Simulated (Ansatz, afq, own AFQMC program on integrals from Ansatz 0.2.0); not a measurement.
**Where AFQMC and coupled cluster stand for B, doublet**

A free B atom.

Basis cc-pVTZ. Noble-gas cores (and the filled d shells of Ga–Kr and In–Xe) are frozen. Ansatz 0.2.0 and our own AFQMC program on the same integrals; the CISD trial comes from CCSD amplitudes, and released means the phaseless constraint is let go. Uncertainties: one standard error, sampling alone.

Determinant: UHF, the one that the program's search chose, which needn't be the lowest solution.

Full CI on the same integrals is exact in this basis and with this determinant's frozen core.

* T1 diagnostic: 0.0133
* weight of the determinant in the CISD state: 0.932
* ⟨S²⟩ of the determinant: 0.760
* size of the correlated space: 3 electrons in 29 orbitals

Reference: full CI, correlation energy -1.808 eV. The released energy is read at 1.50 1/Eh (meV from the phaseless value at times in 1/Eh: -1.1 ± 0.7 at 0.24, -1.1 ± 0.6 at 0.50, -2.3 ± 0.6 at 1.00, -3.3 ± 0.4 at 1.50).

```tsv
level	E − E(reference) (kJ/mol)	share of correlation (%)
HF	174.5	0.00
MP2	58.7	66.33
CCSD	4.6	97.39
CCSD(T)	1.1	99.37
ph-AFQMC/HF	13.3 ± 0.8	92.39
ph-AFQMC/CISD	0.4 ± 0.06	99.74
released AFQMC	0.1 ± 0.04	99.93
```

A walk keeps the symmetry of its determinant, which the program's search chose and which needn't be the lowest solution, so a lower state of the same spin and another symmetry isn't excluded. Released energies are given only where the last usable release times agree within the noise; a slower fall can still hide under it.
